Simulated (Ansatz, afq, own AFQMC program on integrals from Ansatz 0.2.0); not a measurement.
NH, triplet in cc-pVDZ, levels against full CI

```xyz
2

N     0.0000    0.0000    0.0000
H     0.0000    0.0000    1.6470
```

Basis cc-pVDZ. Noble-gas cores (and the filled d shells of Ga–Kr and In–Xe) are frozen. Integrals, coupled cluster, full CI and functionals: Ansatz 0.2.0; the random walks run on the same integrals in our own AFQMC program. The CISD trial takes its coefficients from CCSD amplitudes. Released means that phaseless walkers are propagated on without the constraint, phases kept. ± is one standard error of the sampling.

Determinant: ROHF, the one that the program's search chose, which needn't be the lowest solution. The geometry is a point of a scan.

Full CI on the same integrals is exact in this basis and with this determinant's frozen core.

Cautions: lower spins were not checked; a spin-contaminated unrestricted determinant lies lower (UHF 1.17 eV lower, ⟨S²⟩ 2.62); strong correlation (T1 0.054, weight of the determinant 0.87, largest double 0.22); the released energies are still falling, so no released level is given (meV from the phaseless value at times in 1/Eh: -3 ± 4 at 0.24, -2.0 ± 1.9 at 0.51, -4.4 ± 1.6 at 0.99, -9.9 ± 2.2 at 1.62, -12.4 ± 2.2 at 2.40).

```
T1 diagnostic                               : 0.0542
weight of the determinant in the CISD state : 0.867
size of the correlated space                : 6 electrons in 18 orbitals
```

```json
{"level": "MP2", "correlation energy (eV)": "-3.4228"}
{"level": "CCSD", "correlation energy (eV)": "-4.3819"}
{"level": "CCSD(T)", "correlation energy (eV)": "-4.5036"}
```

(1) Estimate where phaseless AFQMC with a CISD trial lies against CCSD(T) on the same integrals.

(1) 0.80 ± 0.09 mEh below CCSD(T).

Reference: full CI, correlation energy -4.543 eV.

```json
{"level": "CCSD(T)", "E − E(reference) (mEh)": "1.46", "share of correlation (%)": "99.13"}
{"level": "CCSDT", "E − E(reference) (mEh)": "0.34", "share of correlation (%)": "99.79"}
{"level": "CCSDT(Q)", "E − E(reference) (mEh)": "0.03", "share of correlation (%)": "99.98"}
{"level": "CCSDTQ", "E − E(reference) (mEh)": "0.01", "share of correlation (%)": "99.99"}
{"level": "ph-AFQMC/HF", "E − E(reference) (mEh)": "9.43 ± 1.31", "share of correlation (%)": "94.35"}
{"level": "ph-AFQMC/CISD", "E − E(reference) (mEh)": "0.66 ± 0.09", "share of correlation (%)": "99.61"}
```

CCSDT and higher add their correlation energy to the determinant of the CCSD(T) run, since their own runs factorise the integrals more tightly (a shift of under 2 meV). A walk keeps the symmetry of its determinant, which the program's search chose and which needn't be the lowest solution, so a lower state of the same spin and another symmetry isn't excluded.
